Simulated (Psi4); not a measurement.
# C3HN (cyanoacetylene) at 3 levels

We compute a comparison of 3 runs (HF/6-31G*, B3LYP*/ANO0, B3LYP/6-31G*) of C3HN (cyanoacetylene). 

The calculation is run with Psi4 1.11.

4 further runs of the same task are left out: 3 that didn't finish, 1 set aside as unsound or not needed.

## (1) The system as given

C3HN: 5 atoms, total charge 0, spin state singlet. As SMILES, `C#CC#N`. The shape is that of a PBE0-D4/def2-TZVP optimisation.

Bond lengths: C1–C2 1.201 Å, C2–C3 1.369 Å, C3–N4 1.154 Å, C1–H5 1.066 Å. Angles: C1–C2–C3 180.0°, C2–C3–N4 180.0°, C2–C1–H5 179.9°.

## (2) Energy and forces at HF/6-31G(d) (spherical functions) (run 1)

Input file c3hn.json:

```json
{
  "schema_name": "qcschema_input",
  "schema_version": 1,
  "molecule": {
    "schema_name": "qcschema_molecule",
    "schema_version": 2,
    "symbols": ["C", "C", "C", "N", "H"],
    "geometry": [-0.26040426, 2.36782683, 0.28119125, -0.00056692, 0.13020213, 0.00396842, 0.29763186, -2.41998328, -0.31180481, 0.55009927, -4.57011366, -0.5775003, -0.49246263, 4.35298413, 0.52591078],
    "molecular_charge": 0,
    "molecular_multiplicity": 1,
    "fix_symmetry": "c1",
    "fix_com": true,
    "fix_orientation": true
  },
  "driver": "gradient",
  "model": {
    "method": "scf",
    "basis": "6-31G*"
  },
  "keywords": {
    "reference": "rhf",
    "puream": true,
    "e_convergence": 1e-09,
    "d_convergence": 1e-08,
    "scf_type": "pk",
    "scf_properties": ["MULLIKEN_CHARGES", "QUADRUPOLE", "LOWDIN_CHARGES"]
  }
}
```

Launch:

```console
$ psi4 --qcschema c3hn.json -n 1 --memory 1600MB
```

stdout:

```text
[...]
  Running in c1 symmetry.
[...]
  Nuclear repulsion =   77.250015157316142
[...]
  Multiplicity = 1
[...]
  Nalpha       = 13
  Nbeta        = 13
[...]
    Number of basis functions: 58
[...]
   @RHF iter   1:  -168.48121454066717   -1.14323e+00   5.98246e-03 DIIS/ADIIS
[...]
   @RHF iter  11:  -168.54678516643554   -3.72324e-12   5.04176e-09 DIIS
[...]
    Orbital Energies [Eh]
    ---------------------
    Doubly Occupied:
       1A    -15.611203     2A    -11.312781     3A    -11.300155
       4A    -11.295563     5A     -1.245870     6A     -1.091197
       7A     -0.902960     8A     -0.750437     9A     -0.582413
      10A     -0.542455    11A     -0.542455    12A     -0.421793
      13A     -0.421793
[...]
  @RHF Final Energy:  -168.54678516643554
   => Energetics <=
    Nuclear Repulsion Energy =             77.2500151573161418
    One-Electron Energy =                -379.5514515496783474
    Two-Electron Energy =                 133.7546512259266933
    Total Energy =                       -168.5467851664355408
[...]
 Multipole Moments:
 ------------------------------------------------------------------------------------
     Multipole            Electronic (a.u.)      Nuclear  (a.u.)        Total (a.u.)
 ------------------------------------------------------------------------------------
 L = 1.  Multiply by 2.5417464519 to convert [e a0] to [Debye]
 Dipole X            :         -3.7672455            3.5781963           -0.1890492
 Dipole Y            :         28.7845112          -27.1695374            1.6149738
 Dipole Z            :          3.8760168           -3.6764622            0.1995547
 Magnitude           :                                                    1.6382009
 L = 2.  Multiply by 1.3450342976 to convert [e a0^2] to [Debye ang]
 Quadrupole XX       :        -20.1702858            3.2991564          -16.8711294
 Quadrupole XY       :         28.0004164          -27.7633761            0.2370403
[...]
  Mulliken Charges: (a.u.)
   Center  Symbol    Alpha    Beta     Spin     Total
       1     C     3.21136  3.21136  0.00000 -0.42272
       2     C     2.84968  2.84968  0.00000  0.30063
       3     C     2.93303  2.93303  0.00000  0.13394
       4     N     3.67950  3.67950  0.00000 -0.35901
       5     H     0.32642  0.32642  0.00000  0.34716
   Total alpha = 13.00000, Total beta = 13.00000, Total charge =  0.00000
  Lowdin Charges: (a.u.)
   Center  Symbol    Alpha    Beta     Spin     Total
       1     C     3.04030  3.04030  0.00000 -0.08059
[...]
  -Total Gradient:
     Atom            X                  Y                   Z
    ------   -----------------  -----------------  -----------------
       1       -0.003251429499     0.028640718064     0.003594709663
       2        0.006306020490    -0.054593689269    -0.006765595032
       3       -0.007849273385     0.066754563654     0.008225745272
       4        0.005552657805    -0.047088542478    -0.005805341917
       5       -0.000757975412     0.006286950030     0.000750482013
[...]
```

The result, in JSON:

```text
{
 "driver": "gradient",
 "model": {
  "method": "scf",
  "basis": "6-31G*"
 },
 "success": true,
 "return_result": [-0.0032514294986150383, 0.028640718063911885, 0.0035947096633235226, 0.006306020490060793, -0.05459368926923158, -0.006765595031641786, -0.007849273384862937, 0.06675456365375765, 0.008225745271827345, 0.0055526578048919195, -0.047088542478367135, -0.005805341916924223, -0.0007579754115265291, 0.006286950029964489, 0.0007504820134155363],
 "properties": {
  "calcinfo_nbasis": 58,
  "calcinfo_nmo": 58,
  "calcinfo_nalpha": 13,
  "calcinfo_nbeta": 13,
  "calcinfo_natom": 5,
  "nuclear_repulsion_energy": 77.25001515731614,
  "return_energy": -168.54678516643554,
  "return_gradient": [-0.0032514294986150383, 0.028640718063911885, 0.0035947096633235226, 0.006306020490060793, -0.05459368926923158, -0.006765595031641786, -0.007849273384862937, 0.06675456365375765, 0.008225745271827345, 0.0055526578048919195, -0.047088542478367135, -0.005805341916924223, -0.0007579754115265291, 0.006286950029964489, 0.0007504820134155363],
  "scf_one_electron_energy": -379.55145154967835,
  "scf_two_electron_energy": 133.7546512259267,
  "scf_dipole_moment": [-0.1890491699118937, 1.6149738208813815, 0.19955468009829058],
  "scf_total_energy": -168.54678516643554,
  "scf_total_gradient": [-0.0032514294986150383, 0.028640718063911885, 0.0035947096633235226, 0.006306020490060793, -0.05459368926923158, -0.006765595031641786, -0.007849273384862937, 0.06675456365375765, 0.008225745271827345, 0.0055526578048919195, -0.047088542478367135, -0.005805341916924223, -0.0007579754115265291, 0.006286950029964489, 0.0007504820134155363],
  "scf_iterations": 11
 }
}
```

It took 2.8 s on 1 thread of Intel Xeon Platinum 8488C (Sapphire Rapids), shared host; peak memory 0.21 GiB.

## (3) The response to a field at B3LYP-star/ANO0 (density fitting) (run 2)

Input file job.py:

```python
import psi4

psi4.set_memory(1600000000)
psi4.set_num_threads(1)
psi4.set_output_file('run.log', False)

m = psi4.geometry("""
0 1
C     -0.26040426     2.36782683     0.28119125
C     -0.00056692     0.13020213     0.00396842
C      0.29763186    -2.41998328    -0.31180481
N      0.55009927    -4.57011366    -0.57750030
H     -0.49246263     4.35298413     0.52591078
units au
""")

psi4.set_options({
    'scf_type': 'df',
})

energy_value, wavefunction = psi4.properties("b3lyps/ANO0", properties=['dipole_polarizabilities'], molecule=m, return_wfn=True)
print(f'total energy {energy_value:.8f} hartree = {energy_value * 27.211386:.5f} eV')
```

Launch:

```console
$ python job.py
```

run.log:

```text
[...]
  Running in c1 symmetry.
[...]
  Nuclear repulsion =   77.250015157316142
[...]
  Multiplicity = 1
[...]
  Nalpha       = 13
  Nbeta        = 13
[...]
    Number of basis functions: 61
[...]
   @DF-RKS iter   1:  -169.29882951965294   -4.58059e-01   1.00519e-02 ADIIS/DIIS
[...]
   @DF-RKS iter   9:  -169.51396309832512   -1.38692e-08   3.99256e-07 DIIS
[...]
    Orbital Energies [Eh]
    ---------------------
    Doubly Occupied:
       1A    -14.262925     2A    -10.178628     3A    -10.173585
       4A    -10.169696     5A     -0.915221     6A     -0.798562
       7A     -0.671832     8A     -0.551185     9A     -0.398719
      10A     -0.398719    11A     -0.377301    12A     -0.310010
      13A     -0.310010
[...]
  @DF-RKS Final Energy:  -169.51396309832512
   => Energetics <=
    Nuclear Repulsion Energy =             77.2500151573161418
    One-Electron Energy =                -380.1818372677357161
    Two-Electron Energy =                 153.3800717983617403
    DFT Exchange-Correlation Energy =     -19.9622127862672727
    Empirical Dispersion Energy =           0.0000000000000000
    VV10 Nonlocal Energy =                  0.0000000000000000
    Total Energy =                       -169.5139630983251209
[...]
 Multipole Moments:
 ------------------------------------------------------------------------------------
     Multipole            Electronic (a.u.)      Nuclear  (a.u.)        Total (a.u.)
 ------------------------------------------------------------------------------------
 L = 1.  Multiply by 2.5417464519 to convert [e a0] to [Debye]
 Dipole X            :          0.1510171           -0.3192847           -0.1682676
 Dipole Y            :         -1.2976882            2.7353105            1.4376223
 Dipole Z            :         -0.1604994            0.3381480            0.1776485
 Magnitude           :                                                    1.4582972
[...]
```

On the terminal:

```text
total energy -169.51396310 hartree = -4612.70988 eV
```

Run time: 19 s. Hardware: 1 thread of Intel Xeon Platinum 8488C (Sapphire Rapids), shared host; peak memory 0.49 GiB.

## (4) The energy at B3LYP/6-31G(d) (Cartesian functions) (run 3)

Input file job.inp:

```
memory 1600 mb

molecule molecule1 {
  0 1
  C     -0.137800     1.253000     0.148800
  C     -0.000300     0.068900     0.002100
  C      0.157500    -1.280600    -0.165000
  N      0.291100    -2.418400    -0.305600
  H     -0.260600     2.303500     0.278300
  symmetry c1
  no_reorient
  no_com
}

set {
  basis                6-31G*
  puream               false
  e_convergence        1e-09
  d_convergence        1e-08
  scf_type             pk
  dft_radial_points    99
  dft_spherical_points 590
}

e, wfn = energy("b3lyp", return_wfn=True)
oeprop(wfn, "WIBERG_LOWDIN_INDICES", "LOWDIN_CHARGES", "MULLIKEN_CHARGES")
```

Launch:

```console
$ psi4 job.inp job.out -n 1
```

job.out:

```text
[...]
  Running in c1 symmetry.
[...]
  Nuclear repulsion =   77.250015080974151
[...]
  Multiplicity = 1
[...]
  Nalpha       = 13
  Nbeta        = 13
[...]
    Number of basis functions: 62
[...]
   @RKS iter   1:  -169.39216719909996   -4.97727e-01   9.59631e-03 DIIS/ADIIS
[...]
   @RKS iter  11:  -169.57172323613617   -8.81073e-13   2.17266e-09 DIIS
[...]
    Orbital Energies [Eh]
    ---------------------
    Doubly Occupied:
       1A    -14.362387     2A    -10.258509     3A    -10.248952
       4A    -10.246212     5A     -0.932358     6A     -0.811218
       7A     -0.681100     8A     -0.560826     9A     -0.401993
      10A     -0.401993    11A     -0.384750    12A     -0.310285
      13A     -0.310285
[...]
  @RKS Final Energy:  -169.57172323613617
   => Energetics <=
    Nuclear Repulsion Energy =             77.2500150809741513
    One-Electron Energy =                -380.1936052145473468
    Two-Electron Energy =                 152.3082708771748059
    DFT Exchange-Correlation Energy =     -18.9364039797377828
    Empirical Dispersion Energy =           0.0000000000000000
    VV10 Nonlocal Energy =                  0.0000000000000000
    Total Energy =                       -169.5717232361361653
[...]
 Multipole Moments:
 ------------------------------------------------------------------------------------
     Multipole            Electronic (a.u.)      Nuclear  (a.u.)        Total (a.u.)
 ------------------------------------------------------------------------------------
 L = 1.  Multiply by 2.5417464519 to convert [e a0] to [Debye]
 Dipole X            :         -3.7513216            3.5781964           -0.1731252
 Dipole Y            :         28.6480843          -27.1695374            1.4785469
 Dipole Z            :          3.8591523           -3.6764622            0.1826901
 Magnitude           :                                                    1.4998163
[...]
  Mulliken Charges: (a.u.)
   Center  Symbol    Alpha    Beta     Spin     Total
       1     C     3.28599  3.28599  0.00000 -0.57198
       2     C     2.64366  2.64366  0.00000  0.71268
       3     C     2.95970  2.95970  0.00000  0.08061
       4     N     3.73106  3.73106  0.00000 -0.46212
       5     H     0.37960  0.37960  0.00000  0.24081
   Total alpha = 13.00000, Total beta = 13.00000, Total charge = -0.00000
  Lowdin Charges: (a.u.)
   Center  Symbol    Alpha    Beta     Spin     Total
       1     C     3.06447  3.06447  0.00000 -0.12895
[...]
```

Wall time 8.4 s (1 thread of Intel Xeon Platinum 8488C (Sapphire Rapids), shared host); peak memory 0.67 GiB.

## (5) The series

| run | level | task | integrals | energy (Eh) | dipole moment (D) | HOMO energy (eV) | LUMO energy (eV) | wall time |
| --- | --- | --- | --- | --- | --- | --- | --- | --- |
| 1 | HF/6-31G* (spherical functions) | gradient | pk | -168.546785 | 4.16 | -11.48 | 2.74 | 2.8 s |
| 2 | B3LYP*/ANO0 (density fitting) | polarizability | df | -169.513963 | 3.71 | -8.44 | -1.85 | 19 s |
| 3 | B3LYP/6-31G* (Cartesian functions) | energy | pk | -169.571723 | 3.81 | -8.44 | -1.40 | 8.4 s |

## (6) What came out

| quantity | value |
| --- | --- |
| run 3: total energy | -169.57172 Eh |
| run 3: dipole moment | 3.81 D |
| run 3: HOMO energy | -8.44 eV |
| run 3: LUMO energy | -1.40 eV |
| run 3: HOMO–LUMO gap | 7.04 eV |

The dipole moment (its size) runs from 3.71 D (B3LYP*/ANO0) to 4.16 D (HF/6-31G*). The two ends differ in method and basis. The HOMO–LUMO gap runs from 6.59 eV (B3LYP*/ANO0) to 14.21 eV (HF/6-31G*). Totals of different functionals can't be ranked against each other. All runs together took 30 s, the longest 19 s.
